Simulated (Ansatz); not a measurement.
```yaml
crystal:
  periodic: [false, false, false]
  atoms:
    - {symbol: C, position_ang: [-0.079093, -0.018129, 0.112123]}
    - {symbol: N, position_ang: [0.587700, 0.511824, 0.819941]}
    - {symbol: H, position_ang: [-1.007153, 0.499414, -0.592539]}
    - {symbol: H, position_ang: [-0.010601, -0.976486, -0.309492]}
basis:
  gaussian: {orbitals: ANO-RCC-VTZP, point_charges: [{charge: 0.50, position_ang: [5.725, 0.803, 0.447]}]}
magnetization: {spin_polarized: true, initial_magnetization: 1}
hamiltonian: {xc: {name: revPBE0}, dispersion: d4, pseudopotentials: {relativity: scalar}}
accuracy: high
relax: {f_tol: 0.0001, max_steps: 2}
output: {forces: true}
```

```sh
$ ansatz run in.yaml --threads 2 --pin off --events-out ev --progress --plain --max-ram 20480MiB --backend cpu
```

Task: How does Ansatz answer? (Best estimate.)

Result: The calculation gave: The calculation stopped without meeting its thresholds.
```
Functional definition: revPBE0
1724 factors; integrals over basis functions are off by at most 1.6e-9 eV
mean field evaluation 1: about -2552.9333 eV, gradient 3.2e1 eV
mean field evaluation 2: about -2549.3801 eV, gradient 4.1e1 eV
mean field evaluation 4: about -2557.3730 eV, gradient 2.7e0 eV
mean field evaluation 8: about -2557.4073 eV, gradient 5.0e-2 eV
mean field evaluation 16: about -2557.4074 eV, gradient 6.8e-6 eV
mean field -2557.40738181 eV, -93.9829878086 hartree, gradient 3.1e-8 eV, S^2 0.763297; 0 other end points of the search recorded, 0 dependent functions left out
reference -2557.40738610 eV, -93.9829879662 hartree; 8, 7 occupied and 80, 81 virtual orbitals, 1724 factors
relax step   1: F+E_penalty+E_count = -2557.47689104 eV  Δ(F+E_penalty+E_count) = +0.000e0 eV  max|allowed force component| = 1.003e1 eV/Å  Δτ_max = 0.0000 Å  (35 SCF iters, accepted)
1724 factors; integrals over basis functions are off by at most 1.8e-9 eV
mean field -2558.25717098 eV, -94.0142169844 hartree, gradient 4.7e-8 eV, S^2 0.765948; 0 other end points of the search recorded, 0 dependent functions left out
reference -2558.25717464 eV, -94.0142171189 hartree; 8, 7 occupied and 80, 81 virtual orbitals, 1724 factors
relax step   2: F+E_penalty+E_count = -2558.32603286 eV  Δ(F+E_penalty+E_count) = -8.491e-1 eV  max|allowed force component| = 3.460e0 eV/Å  Δτ_max = 0.1949 Å  (45 SCF iters, accepted)
Error: geometry relaxation did not converge after 2 steps: max|allowed force component| = 3.46e0 eV/Å (threshold 1.0e-4). Raise `relax.max_steps` over both its present limit and 2, loosen `relax.f_tol`, or start from a geometry closer to equilibrium. Where this run's directory can be resumed (`checkpoint.write`), a resume goes on for up to `relax.max_steps` more
```
